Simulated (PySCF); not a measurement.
# ammonia and hydrosulfide

A gas-phase complex of ammonia and hydrosulfide; charge -1, singlet. The structure comes from a short search (a few tight-binding starts) and was relaxed by PBE0-D3(BJ)/def2-SVPD; another way of binding may lie lower. No frequency run checks that it is a minimum.

Parts: 1 = ammonia (N), atoms 1–4; 2 = hydrosulfide ([SH-]), atoms 5–6, charge -1.

| atom | part | x (Å) | y (Å) | z (Å) |
| --- | --- | --- | --- | --- |
| N1 | 1 | -0.178 | -0.290 | 0.283 |
| H2 | 1 | -0.402 | -0.674 | -0.633 |
| H3 | 1 | -0.681 | 0.594 | 0.333 |
| H4 | 1 | 0.821 | -0.021 | 0.207 |
| S5 | 2 | 3.080 | 0.708 | -0.339 |
| H6 | 2 | 2.724 | 1.774 | -1.094 |

| contact | kind (by geometry) | distance (Å) | angle (°) |
| --- | --- | --- | --- |
| H4···S5 | hydrogen bond | 2.436 | 171 |

Interaction energies are complex less parts, with the parts frozen as they stand in it; counterpoise-corrected, in kcal/mol (PySCF). The CCSD(T) estimate is Hartree-Fock/aug-cc-pVTZ, plus the MP2 correlation part extrapolated as X⁻³ from aug-cc-pVDZ and aug-cc-pVTZ, plus CCSD(T) less MP2 in aug-cc-pVDZ; noble-gas cores are frozen. It isn't the exact limit.

**Question.** How strongly do the parts interact, level by level?

**Answer.** 
```json
{"level": "Hartree-Fock/aug-cc-pVTZ", "interaction": "-5.45", "superposition error removed": "-"}
{"level": "MP2/aug-cc-pVTZ", "interaction": "-8.42", "superposition error removed": "-0.63"}
{"level": "CCSD(T), estimated basis limit", "interaction": "-8.45", "superposition error removed": "-"}
```

**Question.** What holds them together? Decompose the MP2/aug-cc-pVTZ energy: frozen parts, their antisymmetrised product, then relaxation.

**Answer.** electrostatic -12.4, Pauli repulsion +12.6, orbital relaxation -5.8, correlation -3.6 kcal/mol, which sum to the value before the counterpoise correction, the first three by Hartree-Fock. Of the attraction, 57 % is electrostatic, 27 % is orbital relaxation, 16 % is correlation.
